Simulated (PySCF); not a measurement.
**Working out the electron affinity of C**

C⁻ [He] 2s2 2p3 (4S) → C [He] 2s2 2p2 (3P). Computed with PySCF 2.14 in aug-cc-pVTZ with one added diffuse shell each of s, p, d, f type (6s5p4d3f, 62 functions), with the non-relativistic Hamiltonian (point nucleus). Frozen: 1s2. Energies in hartree (1 hartree = 27.21139 eV):

```json
{"part": "UHF", "C⁻ (lower)": "-37.708461", "C (upper)": "-37.691821"}
{"part": "CCSD correlation", "C⁻ (lower)": "-0.113569", "C (upper)": "-0.087878"}
{"part": "(T)", "C⁻ (lower)": "-0.004808", "C (upper)": "-0.002176"}
```

What does Hartree-Fock give?

(-37.691821) − (-37.708461) = 0.016640 hartree = 0.453 eV.

What do CCSD and CCSD(T) give?

The CCSD correlation energies differ by 0.025691 hartree = 0.699 eV and the triples by 0.002632 hartree = 0.072 eV, so CCSD gives 1.152 eV and CCSD(T) 1.224 eV.

A first-order spin-orbit estimate adds -0.004 eV to CCSD(T) (valence), giving 1.220 eV against 1.262 eV (measured; photodetachment measurements, as compiled on the Wikipedia data page of electron affinities).

What remains against the reference includes basis incompleteness, the frozen core and higher excitations.
